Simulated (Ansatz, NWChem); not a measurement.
AlNH2F (SMILES [NH2][Al][F]): the vertical energy of the quartet above the doublet from total energies

AlNH2F has 5 atoms, charge 0, and is taken as a doublet. As SMILES, `[NH2][Al][F]`. The shape is that of a PBE0-D4/def2-TZVP optimisation. This is one conformer, not always the lowest.

Both states at this one shape; open shells run unrestricted unless said. 1 Eh = 27.2114 eV.

```tsv
level	program	doublet AlNH2F (Eh)	quartet AlNH2F (Eh)
UHF/3-21G	Ansatz	-394.885181	-394.730309
UHF/def2-TZVP	Ansatz	-397.135998	-396.981084
U-revM06/6-311++G(2d,2p) (density fitting with weigend coulomb fitting)	NWChem	-398.269086	-398.054946
```

Q: Work out the vertical gap, second state less first, at each level.

A: 
1. UHF/3-21G: -394.730309 − (-394.885181) = 0.154872 Eh = 4.21 eV.
2. UHF/def2-TZVP: -396.981084 − (-397.135998) = 0.154914 Eh = 4.22 eV.
3. U-revM06/6-311++G(2d,2p) (density fitting with weigend coulomb fitting): -398.054946 − (-398.269086) = 0.214140 Eh = 5.83 eV.

No measured value is set beside it here; the levels span 4.21 to 5.83 eV. Hartree–Fock favours the state with fewer electron pairs, since it lacks pair correlation.
